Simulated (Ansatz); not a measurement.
## 1T (CdI2-type) VSe₂ (undistorted form, which takes a superstructure on cooling)

Calculation: PBEsol (Ansatz, a program for electronic structure, plane waves, PAW).

Cell: relaxed at this level.

| Property | Result |
|---|---|
| interlayer binding energy | 7.7 meV/Å² |
| layer repeat distance | 6.165 Å |
| gap between the layers | 3.025 Å |

Note: the cell comes from a level without a dispersion term, which matters for the spacing of layers, chains or molecules; the cell has widely spaced layers and the level no dispersion term, so their spacing and the moduli can rest on weak binding.

Cost on a shared machine: very roughly 50 core-seconds.
